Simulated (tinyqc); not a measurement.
CIS and TDHF on RHF in the sto-6g basis, for LiH, spin multiplicity 1, step by step. Computed by tinyqc, a small Python program that keeps every step (integrals from PySCF). Settings: charge = 0, multiplicity = 1, basis = sto-6g, method = RHF, energy threshold = 1e-10, iteration cap = 71, orthogonalisation = symmetric, start = core, DIIS depth = 6, TDHF = 1. Command: `OMP_NUM_THREADS=1 python tinyqc.py 24261 24262 out.jsonl` (the two numbers bound the seeds that draw the settings). One thread of a shared host (Intel(R) Xeon(R) Processor @ 2.60GHz), about 0.09 s of CPU time with the checks. The early iterations of the SCF are left out here.

## One-electron integrals

Geometry (angstrom):
```
atom         x         y         z
Li    0.000000  0.000000  0.000000
H     0.000000  0.000000  1.527000
```

Basis sto-6g: exponents (1/bohr^2) and contraction coefficients of normalised primitives:
```
element  l (shell)    exponent  coefficient
Li           s (1)  167.175846     0.009164
Li           s (1)   30.651508     0.049361
Li           s (1)    8.575187     0.168538
Li           s (1)    2.945808     0.370563
Li           s (1)    1.143944     0.416492
Li           s (1)    0.471139     0.130334
Li           s (2)    6.597564    -0.013253
Li           s (2)    1.305830    -0.046992
Li           s (2)    0.405851    -0.033785
Li           s (2)    0.156146     0.250242
Li           s (2)    0.067814     0.595117
Li           s (2)    0.031084     0.240706
Li           p (3)    6.597564     0.003760
Li           p (3)    1.305830     0.037679
Li           p (3)    0.405851     0.173897
Li           p (3)    0.156146     0.418036
Li           p (3)    0.067814     0.425860
Li           p (3)    0.031084     0.101708
H            s (1)   35.523221     0.009164
H            s (1)    6.513144     0.049361
H            s (1)    1.822143     0.168538
H            s (1)    0.625955     0.370563
H            s (1)    0.243077     0.416492
H            s (1)    0.100112     0.130334
```

Overlap, kinetic and nuclear-attraction integrals over the contracted functions; the nuclear repulsion is the sum of Za Zb / Rab.

nuclear repulsion = 1.03964089 hartree

overlap S, lower triangle:
```
           1Li 1s    1Li 2s   1Li 2px   1Li 2py   1Li 2pz     2H 1s
1Li 1s   1.000000
1Li 2s   0.235742  1.000000
1Li 2px  0.000000  0.000000  1.000000
1Li 2py  0.000000  0.000000  0.000000  1.000000
1Li 2pz  0.000000  0.000000  0.000000  0.000000  1.000000
2H 1s    0.079975  0.415558  0.000000  0.000000  0.524262  1.000000
```

kinetic energy T (hartree), lower triangle:
```
            1Li 1s    1Li 2s   1Li 2px   1Li 2py   1Li 2pz     2H 1s
1Li 1s    3.616742
1Li 2s   -0.110723  0.106524
1Li 2px   0.000000  0.000000  0.320007
1Li 2py   0.000000  0.000000  0.000000  0.320007
1Li 2pz   0.000000  0.000000  0.000000  0.000000  0.320007
2H 1s    -0.016034  0.046350  0.000000  0.000000  0.139578  0.768522
```

nuclear attraction V (hartree), lower triangle:
```
            1Li 1s     1Li 2s    1Li 2px    1Li 2py    1Li 2pz      2H 1s
1Li 1s   -8.413691
1Li 2s   -0.909993  -1.499014
1Li 2px   0.000000   0.000000  -1.465213
1Li 2py   0.000000   0.000000   0.000000  -1.465213
1Li 2pz  -0.018577  -0.125886   0.000000   0.000000  -1.566440
2H 1s    -0.341679  -0.785799   0.000000   0.000000  -1.013949  -2.275490
```

core Hamiltonian H = T + V (hartree), lower triangle:
```
            1Li 1s     1Li 2s    1Li 2px    1Li 2py    1Li 2pz      2H 1s
1Li 1s   -4.796948
1Li 2s   -1.020716  -1.392491
1Li 2px   0.000000   0.000000  -1.145205
1Li 2py   0.000000   0.000000   0.000000  -1.145205
1Li 2pz  -0.018577  -0.125886   0.000000   0.000000  -1.246432
2H 1s    -0.357713  -0.739449   0.000000   0.000000  -0.874371  -1.506968
```

## Two-electron integrals

Functions are numbered as in S; the eight-fold symmetry (ij|kl) = (ji|kl) = (kl|ij) leaves the list below.

Two-electron integrals (ij|kl) in chemists' order, unique and non-zero (hartree):
```
(11|11) 1.681247   (21|11) 0.242603   (21|21) 0.044507   (22|11) 0.397190
(22|21) 0.090279   (22|22) 0.290625   (31|31) 0.009437   (32|31) 0.014261
(32|32) 0.064236   (33|11) 0.397190   (33|21) 0.090279   (33|22) 0.290625
(33|33) 0.313125   (41|41) 0.009437   (42|41) 0.014261   (42|42) 0.064236
(43|43) 0.016875   (44|11) 0.397190   (44|21) 0.090279   (44|22) 0.290625
(44|33) 0.279374   (44|44) 0.313125   (51|51) 0.009437   (52|51) 0.014261
(52|52) 0.064236   (53|53) 0.016875   (54|54) 0.016875   (55|11) 0.397190
(55|21) 0.090279   (55|22) 0.290625   (55|33) 0.279374   (55|44) 0.279374
(55|55) 0.313125   (61|11) 0.084014   (61|21) 0.015017   (61|22) 0.030459
(61|33) 0.030053   (61|44) 0.030053   (61|51) 0.001980   (61|52) 0.003877
(61|55) 0.031271   (61|61) 0.005589   (62|11) 0.162531   (62|21) 0.037230
(62|22) 0.122952   (62|33) 0.117140   (62|44) 0.117140   (62|51) 0.006486
(62|52) 0.034903   (62|55) 0.134574   (62|61) 0.014877   (62|62) 0.081150
(63|31) 0.003490   (63|32) 0.014970   (63|53) 0.005653   (63|63) 0.006504
(64|41) 0.003490   (64|42) 0.014970   (64|54) 0.005653   (64|64) 0.006504
(65|11) 0.191705   (65|21) 0.044448   (65|22) 0.152057   (65|33) 0.142081
(65|44) 0.142081   (65|51) 0.010151   (65|52) 0.053719   (65|55) 0.172008
(65|61) 0.018708   (65|62) 0.111137   (65|65) 0.155203   (66|11) 0.344787
(66|21) 0.080613   (66|22) 0.287759   (66|33) 0.263294   (66|44) 0.263294
(66|51) 0.017192   (66|52) 0.107767   (66|55) 0.336686   (66|61) 0.034370
(66|62) 0.233460   (66|65) 0.333656   (66|66) 0.774999
```

## Orthogonalisation

S = U s U^T; symmetric (Loewdin) form X = U s^(-1/2) U^T, so that X^T S X = 1.

eigenvalues of S: 0.327353  0.802392  1.000000  1.000000  1.162326  1.707930

X, lower triangle:
```
            1Li 1s     1Li 2s   1Li 2px   1Li 2py    1Li 2pz     2H 1s
1Li 1s    1.021904
1Li 2s   -0.123330   1.121358
1Li 2px   0.000000   0.000000  1.000000
1Li 2py   0.000000   0.000000  0.000000  1.000000
1Li 2pz  -0.001448   0.125191  0.000000  0.000000   1.157312
2H 1s    -0.001345  -0.300148  0.000000  0.000000  -0.377841  1.256324
```

## Iteration 7 (converged): orbitals

converged F (hartree), lower triangle:
```
            1Li 1s     1Li 2s   1Li 2px   1Li 2py    1Li 2pz      2H 1s
1Li 1s   -2.384130
1Li 2s   -0.617860  -0.212297
1Li 2px   0.000000   0.000000  0.162629
1Li 2py   0.000000   0.000000  0.000000  0.162629
1Li 2pz   0.012374  -0.109483  0.000000  0.000000  -0.008991
2H 1s    -0.212499  -0.278159  0.000000  0.000000  -0.240806  -0.167529
```

Diagonalise F' = X^T F X, C = X C', fill 2 alpha and 2 beta electrons from the bottom; D = 2 C_occ C_occ^T. Each column has its largest component positive (the first on a tie).

F' = X^T F X (hartree), lower triangle:
```
           1          2         3         4          5         6
1  -2.336792
2  -0.328991   0.010934
3   0.000000   0.000000  0.162629
4   0.000000   0.000000  0.000000  0.162629
5   0.027239   0.027795  0.000000  0.000000   0.165848
6  -0.054336  -0.285478  0.000000  0.000000  -0.325055  0.128961
```

orbital energies (hartree): MO1 -2.385624, MO2 -0.291975, MO3 0.079234, MO4 0.162629, MO5 0.162629, MO6 0.567316

coefficients C:
```
               MO1        MO2        MO3       MO4        MO5        MO6
1Li 1s    0.993761  -0.163173  -0.198299  0.000000   0.000000   0.077413
1Li 2s    0.023392   0.439638   0.798675  0.000000   0.000000  -0.739394
1Li 2px   0.000000   0.000000   0.000000  0.592277   0.805734   0.000000
1Li 2py   0.000000   0.000000   0.000000  0.805734  -0.592277   0.000000
1Li 2pz  -0.006241   0.348216  -0.616328  0.000000   0.000000  -0.998327
2H 1s     0.005046   0.551517  -0.125803  0.000000   0.000000   1.221140
```

D after iteration 7, lower triangle:
```
            1Li 1s    1Li 2s   1Li 2px   1Li 2py   1Li 2pz     2H 1s
1Li 1s    2.028373
1Li 2s   -0.096982  0.387658
1Li 2px   0.000000  0.000000  0.000000
1Li 2py   0.000000  0.000000  0.000000  0.000000
1Li 2pz  -0.126043  0.305886  0.000000  0.000000  0.242587
2H 1s    -0.169956  0.485172  0.000000  0.000000  0.384031  0.608392
```

Within a degenerate level the vectors are fixed only up to a rotation; this is one choice.

## Convergence

Stop when the energy changes by less than 1e-10 hartree and every element of the error matrix X^T (F D S - S D F) X is below 3e-06.

Course of the cycle:
```
iteration  E (hartree)     change  largest element of the error matrix
1          -7.91185521          -                             1.89e-01
2          -7.95254113  -4.07e-02                             2.37e-02
3          -7.95328703  -7.46e-04                             4.15e-03
4          -7.95337555  -8.85e-05                             1.27e-03
5          -7.95338538  -9.83e-06                             2.56e-05
6          -7.95338538  -1.85e-09                             1.50e-06
7          -7.95338538  -2.83e-12                             1.65e-08
```

PySCF RHF in the same basis = -7.95338538 hartree

Converged in 7 iterations.

## Integrals over molecular orbitals

(pq|rs) = sum C_ip C_jq C_kr C_ls (ij|kl), one index at a time.

one-electron integrals over orbitals h = C^T H C (hartree), lower triangle:
```
           1          2          3          4          5          6
1  -4.789023
2   0.107401  -1.526404
3   0.170150   0.030902  -1.136329
4   0.000000   0.000000   0.000000  -1.145205
5   0.000000   0.000000   0.000000   0.000000  -1.145205
6  -0.034572  -0.071929   0.036380   0.000000   0.000000  -0.946027
```

Two-electron integrals over orbitals (pq|rs), unique and non-zero (hartree):
```
(11|11) 1.664270    (21|11) -0.114403   (21|21) 0.014307    (22|11) 0.376719
(22|21) 0.007003    (22|22) 0.495300    (31|11) -0.140816   (31|21) 0.011811
(31|22) -0.016441   (31|31) 0.022745    (32|11) 0.013403    (32|21) -0.003549
(32|22) -0.045896   (32|31) -0.000140   (32|32) 0.011582    (33|11) 0.399984
(33|21) -0.011511   (33|22) 0.224961    (33|31) 0.001836    (33|32) 0.006335
(33|33) 0.340193    (41|41) 0.010057    (42|41) 0.007415    (42|42) 0.023448
(43|41) 0.010218    (43|42) 0.018972    (43|43) 0.041384    (44|11) 0.396944
(44|21) -0.004216   (44|22) 0.273726    (44|31) -0.004689   (44|32) 0.004966
(44|33) 0.282689    (44|44) 0.313125    (51|51) 0.010057    (52|51) 0.007415
(52|52) 0.023448    (53|51) 0.010218    (53|52) 0.018972    (53|53) 0.041384
(54|54) 0.016875    (55|11) 0.396944    (55|21) -0.004216   (55|22) 0.273726
(55|31) -0.004689   (55|32) 0.004966    (55|33) 0.282689    (55|44) 0.279374
(55|55) 0.313125    (61|11) 0.052470    (61|21) -0.009227   (61|22) -0.006246
(61|31) -0.002616   (61|32) 0.001481    (61|33) 0.010066    (61|44) 0.000313
(61|55) 0.000313    (61|61) 0.008466    (62|11) -0.034765   (62|21) 0.005406
(62|22) 0.132232    (62|31) -0.000034   (62|32) -0.032714   (62|33) -0.011406
(62|44) -0.012720   (62|55) -0.012720   (62|61) 0.000080    (62|62) 0.124484
(63|11) 0.013966    (63|21) -0.003661   (63|22) -0.049821   (63|31) 0.004650
(63|32) 0.007784    (63|33) 0.035528    (63|44) 0.001030    (63|55) 0.001030
(63|61) 0.004007    (63|62) -0.029901   (63|63) 0.025151    (64|41) -0.006156
(64|42) -0.019603   (64|43) -0.014153   (64|64) 0.019904    (65|51) -0.006156
(65|52) -0.019603   (65|53) -0.014153   (65|65) 0.019904    (66|11) 0.364150
(66|21) 0.003992    (66|22) 0.458997    (66|31) -0.011260   (66|32) -0.040821
(66|33) 0.241475    (66|44) 0.269719    (66|55) 0.269719    (66|61) -0.002548
(66|62) 0.139489    (66|63) -0.042464   (66|66) 0.457792
```

## CIS matrix, singlets

A(ia,jb) = (e_a - e_i) d_ij d_ab + 2 (ia|jb) - (ij|ab).

CIS matrix A, singlet (hartree), lower triangle:
```
           1>3       1>4       1>5        1>6        2>3       2>4       2>5       2>6
1>3   2.110364
1>4   0.000000  2.171423
1>5   0.000000  0.000000  2.171423
1>6  -0.019198  0.000000  0.000000   2.605722
2>3   0.011231  0.000000  0.000000   0.006623   0.169412
2>4   0.000000  0.019045  0.000000   0.000000   0.000000  0.227774
2>5   0.000000  0.000000  0.019045   0.000000   0.000000  0.000000  0.227774
2>6   0.003594  0.000000  0.000000  -0.003832  -0.015607  0.000000  0.000000  0.649263
```

## CIS singlet states

dipole integrals <i|r|a> (bohr):
```
            x          y          z
1>3  0.000000   0.000000  -0.140322
1>4  0.117665   0.160071   0.000000
1>5  0.160071  -0.117665   0.000000
1>6  0.000000   0.000000  -0.107137
2>3  0.000000   0.000000  -0.375395
2>4  0.571186   0.777042   0.000000
2>5  0.777042  -0.571186   0.000000
2>6  0.000000   0.000000   0.650382
```

Diagonalise A (1 hartree = 27.211386 eV); each vector has its largest component positive (the first on a tie). The transition dipole is mu = sqrt2 sum c_ia <i|r|a>.

singlet excitation energies (eV): 4.593853  6.192967  6.192967  17.680724  57.407766  59.092507  59.092507  70.926187

lowest vectors:
```
       state 1    state 2    state 3    state 4   state 5    state 6
1>3  -0.005868   0.000000   0.000000  -0.002182  0.999234   0.000000
1>4   0.000000  -0.009772  -0.000704   0.000000  0.000000  -0.074294
1>5   0.000000   0.000704  -0.009772   0.000000  0.000000   0.997188
1>6  -0.002712   0.000000   0.000000   0.002046  0.038613   0.000000
2>3   0.999451   0.000000   0.000000  -0.032498  0.005897   0.000000
2>4   0.000000   0.997365   0.071886   0.000000  0.000000  -0.000728
2>5   0.000000  -0.071886   0.997365   0.000000  0.000000   0.009770
2>6   0.032490   0.000000   0.000000   0.999467  0.002295   0.000000
```

oscillator strengths 2/3 w |mu|^2: 0.028040  0.281058  0.281058  0.380038  0.059201  0.125395

Within a degenerate level the vectors are fixed only up to a rotation; this is one choice.

## TDHF (RPA) singlet states

B(ia,jb) = 2 (ia|jb) - (ib|ja); the squared energies are the eigenvalues of (A - B)(A + B); 1 hartree = 27.211386 eV.

TDHF matrix B, singlet (hartree), lower triangle:
```
           1>3       1>4       1>5       1>6        2>3       2>4       2>5       2>6
1>3   0.022745
1>4   0.000000  0.010057
1>5   0.000000  0.000000  0.010057
1>6  -0.002616  0.000000  0.000000  0.008466
2>3  -0.000140  0.000000  0.000000  0.002996   0.011582
2>4   0.000000  0.007415  0.000000  0.000000   0.000000  0.023448
2>5   0.000000  0.000000  0.007415  0.000000   0.000000  0.000000  0.023448
2>6  -0.001548  0.000000  0.000000  0.000080  -0.032714  0.000000  0.000000  0.124484
```

squared energies w^2 (hartree^2): 0.028042  0.051242  0.051242  0.404867  4.450300  4.715681  4.715681  6.793682

TDHF energies from the positive w^2 (eV): 4.556764  6.159772  6.159772  17.314373  57.404418  59.091209  59.091209  70.925641

## CIS matrix, triplets

A(ia,jb) = (e_a - e_i) d_ij d_ab - (ij|ab).

CIS matrix A, triplet (hartree), lower triangle:
```
           1>3       1>4       1>5        1>6       2>3       2>4       2>5       2>6
1>3   2.064874
1>4   0.000000  2.151309
1>5   0.000000  0.000000  2.151309
1>6  -0.013966  0.000000  0.000000   2.588790
2>3   0.011511  0.000000  0.000000   0.003661  0.146248
2>4   0.000000  0.004216  0.000000   0.000000  0.000000  0.180878
2>5   0.000000  0.000000  0.004216   0.000000  0.000000  0.000000  0.180878
2>6   0.003661  0.000000  0.000000  -0.003992  0.049821  0.000000  0.000000  0.400294
```

## CIS triplet states

Diagonalise A (1 hartree = 27.211386 eV); each vector has its largest component positive (the first on a tie).

triplet excitation energies (eV): 3.721448  4.921700  4.921700  11.148244  56.180109  58.540358  58.540358  70.455004

lowest vectors:
```
       state 1    state 2    state 3    state 4   state 5   state 6
1>3  -0.005527   0.000000   0.000000  -0.003452  0.999625  0.000000
1>4   0.000000  -0.000512  -0.002077   0.000000  0.000000  0.932228
1>5   0.000000  -0.002077   0.000512   0.000000  0.000000  0.361865
1>6  -0.001801   0.000000   0.000000   0.001466  0.026607  0.000000
2>3   0.982588   0.000000   0.000000   0.185694  0.006109  0.000000
2>4   0.000000   0.239351   0.970931   0.000000  0.000000  0.001994
2>5   0.000000   0.970931  -0.239351   0.000000  0.000000  0.000774
2>6  -0.185708   0.000000   0.000000   0.982601  0.002318  0.000000
```

Within a degenerate level the vectors are fixed only up to a rotation; this is one choice.

## TDHF (RPA) triplet states

B(ia,jb) = - (ib|ja); the squared energies are the eigenvalues of (A - B)(A + B); 1 hartree = 27.211386 eV.

TDHF matrix B, triplet (hartree), lower triangle:
```
           1>3        1>4        1>5        1>6        2>3        2>4        2>5        2>6
1>3  -0.022745
1>4   0.000000  -0.010057
1>5   0.000000   0.000000  -0.010057
1>6   0.002616   0.000000   0.000000  -0.008466
2>3   0.000140   0.000000   0.000000   0.000034  -0.011582
2>4   0.000000  -0.007415   0.000000   0.000000   0.000000  -0.023448
2>5   0.000000   0.000000  -0.007415   0.000000   0.000000   0.000000  -0.023448
2>6  -0.001481   0.000000   0.000000  -0.000080   0.032714   0.000000   0.000000  -0.124484
```

squared energies w^2 (hartree^2): 0.016409  0.032157  0.032157  0.152369  4.261972  4.627967  4.627967  6.703736

TDHF energies from the positive w^2 (eV): 3.485734  4.879626  4.879626  10.621837  56.176664  58.539068  58.539068  70.454561
